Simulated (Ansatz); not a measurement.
# How far each method lies from full CI for SiF⁺, triplet

Geometry: a point of a stretch scan, not a stationary point.

```json
{"atom": "Si", "x (Å)": "0.0000", "y (Å)": "0.0000", "z (Å)": "0.0000"}
{"atom": "F", "x (Å)": "0.0000", "y (Å)": "0.0000", "z (Å)": "1.7460"}
```

Basis 6-31G; Ansatz 0.2.0. Only valence electrons are correlated (noble-gas cores frozen), which leaves 10 electrons in 16 orbitals. Prefix R: restricted or restricted open-shell reference; prefix U: unrestricted. Active spaces: pair = (4e, 4o) about the gap; valence = (10e, 8o) chosen from the atoms' valence shells.

Full CI is exact within this basis and frozen core; it isn't the basis-set limit. The frozen core follows each run's orbitals, which can shift R against U totals by a few meV.

For open shells CISD and CISDTQ are restricted-active-space CI with the open shells as a complete middle space.

```
UHF ⟨S²⟩                          : 2.032
T1 diagnostic (RCCSD)             : 0.0355
largest doubles amplitude (RCCSD) : 0.075
T1 diagnostic (UCCSD)             : 0.0329
```

```csv
level,E − E(RHF) (eV)
UHF,-0.1239
RMP2,-4.2020
UMP2,-4.0646
RCCSD,-4.2687
UCCSD,-4.2862
RCCSD(T),-4.3830
UCCSD(T),-4.3783
```

**Question.** Estimate how far full CI in 6-31G lies from RCCSD(T). The table doesn't fix it; the size of (T) and the diagnostics are the guide.

**Answer.** Full CI in 6-31G lies 1.28 mEh below RCCSD(T), which is 30 % of the (T) step (-4.20 mEh). T1 is raised, and the rest is a large part of (T).

The other levels:

```csv
level,E − E(full CI) (mEh),share of correlation (%),wall time
CISD,11.78,92.74,0.73 s
BCCD(T),1.24,99.23,1.1 s
RCCSDT,0.49,99.70,–
UCCSDT,0.43,99.73,–
CISDTQ,0.40,99.75,5.5 s
RCCSDT(Q),0.03,99.98,3.5 s
UCCSDT(Q),-0.28,100.17,3.2 s
RCCSDTQ,-0.02,100.01,31 s
UCCSDTQ,-0.04,100.02,29 s
CASSCF (pair space),130.21,19.80,–
NEVPT2 (pair space),8.12,95.00,0.73 s
MRCISD (pair space),9.56,94.11,–
MRCISD+Q (pair space),3.35,97.94,1 s
CASSCF (valence space),90.28,44.39,–
NEVPT2 (valence space),14.46,91.09,2 s
MRCISD (valence space),4.84,97.02,–
MRCISD+Q (valence space),2.55,98.43,2.6 s
MRCISD+Q(relaxed) (valence space),0.27,99.83,3 s
```

The correlation energy at full CI, counted from RHF, is -4.418 eV. That run took 42 s on 1 thread of Arm Neoverse V2, shared host over 4,769,856 determinants.

Times hold each run's SCF and search for its determinant on a shared host, so for small cases they say little of a method's own cost; they ran on 1 thread of Arm Neoverse V2. Some runs computed forces too.

More than 5 meV below full CI, which no variational method can be: UCCSDT(Q).

The full-CI state has the irrep B1 of C2v, in the program's axes (one component, if the state is degenerate).

Natural occupations of full CI about the gap: 1.980 1.962 1.939 1.007 1.002 0.041 0.038 0.015 0.009 0.008; effectively unpaired electrons, Σ n²(2−n)², 2.04.
